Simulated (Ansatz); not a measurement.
Computed with Ansatz on PBE0-D4/def2-TZVP structures; ΔE is electronic, products minus reactants. CBS: MP2 limit from def2 TZ/QZ plus the TZ coupled-cluster correction, frozen cores. DFT in def2-TZVPP. B3LYP here is the variant with VWN-RPA as its local correlation; programs differ in this. Each species was taken in one conformer, which may not be the lowest.

Consider the isomerisation: `C=N/C=C/CF` → `CNC#CCF`.

```json
{"level": "r2SCAN-D4", "ΔE (kcal/mol)": "19.7", "difference from CCSD(T)/CBS": "-0.5"}
{"level": "PBE0-D4", "ΔE (kcal/mol)": "18.5", "difference from CCSD(T)/CBS": "-1.7"}
{"level": "B3LYP-D4", "ΔE (kcal/mol)": "19.4", "difference from CCSD(T)/CBS": "-0.8"}
{"level": "ωB97M-V", "ΔE (kcal/mol)": "18.7", "difference from CCSD(T)/CBS": "-1.5"}
{"level": "B2PLYP", "ΔE (kcal/mol)": "18.3", "difference from CCSD(T)/CBS": "-1.9"}
{"level": "PBE", "ΔE (kcal/mol)": "18.5", "difference from CCSD(T)/CBS": "-1.7"}
{"level": "r2SCAN", "ΔE (kcal/mol)": "19.6", "difference from CCSD(T)/CBS": "-0.6"}
{"level": "PBE0", "ΔE (kcal/mol)": "18.2", "difference from CCSD(T)/CBS": "-2.0"}
{"level": "B3LYP", "ΔE (kcal/mol)": "18.7", "difference from CCSD(T)/CBS": "-1.5"}
{"level": "HF/def2-TZVPP", "ΔE (kcal/mol)": "19.7", "difference from CCSD(T)/CBS": "-0.5"}
{"level": "MP2/def2-TZVPP", "ΔE (kcal/mol)": "17.3", "difference from CCSD(T)/CBS": "-2.9"}
{"level": "SCS-MP2/def2-TZVPP", "ΔE (kcal/mol)": "18.5", "difference from CCSD(T)/CBS": "-1.7"}
{"level": "CCSD/def2-TZVPP", "ΔE (kcal/mol)": "20.2", "difference from CCSD(T)/CBS": "0.0"}
{"level": "CCSD(T)/def2-TZVPP", "ΔE (kcal/mol)": "20.9", "difference from CCSD(T)/CBS": "0.7"}
{"level": "HF/CBS(def2)", "ΔE (kcal/mol)": "19.7", "difference from CCSD(T)/CBS": "-0.5"}
{"level": "CCSD/CBS(def2)", "ΔE (kcal/mol)": "19.4", "difference from CCSD(T)/CBS": "-0.8"}
{"level": "CCSD(T)/CBS", "ΔE (kcal/mol)": "20.2", "difference from CCSD(T)/CBS": "0"}
```

Largest T1 diagnostic among the species: 0.012.
